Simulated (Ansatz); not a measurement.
**HSO radical (SMILES [O]S): single points off equilibrium**

An exercise on one series of results from a longer session: the logs are not shown, and one member is left open.

Computed with Ansatz 0.2.0, Gaussian basis. Level: single points in def2-TZVPP.

Cores are frozen in the correlated methods. Orbitals are unrestricted. B3LYP uses VWN-RPA correlation.

### Where the work starts

SMILES `[O]S`, 3 atoms, charge 0, spin multiplicity 2.

Atoms are counted from 1 here; the program's logs count them from 0.

Bond lengths: O1–S2 1.486 Å, S2–H3 1.403 Å. Angles: O1–S2–H3 102.3°.

Geometry (Å):

```
O    -0.01090    1.15880    0.11700
S    -0.49880   -0.18510   -0.28870
H     0.52550   -1.02670    0.17200
```

The first run:

Input file run/in.yaml:

```yaml
crystal:
  periodic: [false, false, false]
  atoms:
    - {symbol: O, position_ang: [-0.010900, 1.158800, 0.117000]}
    - {symbol: S, position_ang: [-0.498800, -0.185100, -0.288700]}
    - {symbol: H, position_ang: [0.525500, -1.026700, 0.172000]}
basis:
  gaussian: {orbitals: def2-TZVPP}
magnetization: {spin_polarized: true, initial_magnetization: 1}
correlation: {method: ccsd_t}
scf: {omitted_lower_state_checks: [cluster_reference]}
output: {forces: true}
```

No record of the launch command was kept for these runs.

Among the steps run: CCSD(T)/def2-TZVPP; PBE0-D4/def2-TZVPP; wB97M-V/def2-TZVPP; r2SCAN-D4/def2-TZVPP; PBE-D4/def2-TZVPP; B3LYP-D4/def2-TZVPP; BLYP-D4/def2-TZVPP.

One table of the session follows, with a row left open; its other results are not shown here.

```
   method  RMS force component (eV/Å)  angle to CCSD(T) forces (°)  dipole (D)
  CCSD(T)                       0.595                    reference        2.30
  PBE0-D4                       0.425                         14.2        2.27
  wB97M-V                       0.484                         12.6        2.33
r2SCAN-D4                       0.502                          7.4        2.18
   PBE-D4                           ?                            ?           ?
 B3LYP-D4                       0.537                          6.4        2.30
  BLYP-D4                       0.850                         32.7        2.19
```

Estimate the missing values for PBE-D4.

The run gave: RMS force component (eV/Å): 0.692; angle to CCSD(T) forces (°): 29.6; dipole (D): 2.14. In the column «RMS force component (eV/Å)» it lies between CCSD(T) (0.595) and BLYP-D4 (0.850).
